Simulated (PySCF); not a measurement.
Process, species as SMILES: ClC=C → C=[C-]Cl + H+
B3LYP-D3(BJ)/def2-TZVP geometries, fixed; electronic energies without zero-point terms.

Effect of the SCF energy threshold at r2SCAN/def2-SVP with PySCF, against the last row, where the deprotonation energy is 399.35 kcal/mol. The proton leaves the site shown, which need not be the most acidic.

```csv
setting,"SCF cycles, largest species",largest shift of a total energy (mEh),shift of the deprotonation energy (kcal/mol)
conv_tol: 1e-4,5,0.068,-0.029
conv_tol: 1e-5,7,0.000,0.000
conv_tol: 1e-6,7,0.000,0.000
conv_tol: 1e-7,8,0.000,0.000
conv_tol: 1e-11,10,0.000,0.000
```

Within 0.02 kcal/mol in the deprotonation energy: conv_tol: 1e-5; conv_tol: 1e-6; conv_tol: 1e-7. The largest shift is 0.068 mEh in a total energy and 0.029 kcal/mol in the difference.
